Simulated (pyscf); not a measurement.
`[NH2][SiH]([F])[Cl]` + `[H]` [doublet] → `[NH2][Si]([F])[Cl]` [doublet] + `[H][H]`, a hydrogen abstraction (doublet surface; H–Si broken, H–H formed). Optimised with ωB97X-D3(BJ)/def2-SVP in PySCF. Energies in kcal/mol from the separated reactants.

Small-basis levels: PySCF, no dispersion term, spherical d functions. Open shells are spin-unrestricted. 

Quick B3LYP/6-31G* single points give ΔE‡ = 2.3 kcal/mol and ΔE = -12.1 kcal/mol. What does ωB97M-D3(BJ)/def2-TZVP give, and how far is the quick result from it?

ωB97M-D3(BJ)/def2-TZVP gives ΔE‡ = 6.5 kcal/mol and ΔE = -7.4 kcal/mol. B3LYP/6-31G* lies 4.2 kcal/mol under it in the barrier and 4.7 kcal/mol under it in the reaction energy, so on this step it does not hold to within 3.0 kcal/mol. ωB97M-D3(BJ)/def2-TZVP has limits of its own. This is the saddle that the search found; another between the same sides may lie lower. The angle at the transferred H is 179°.
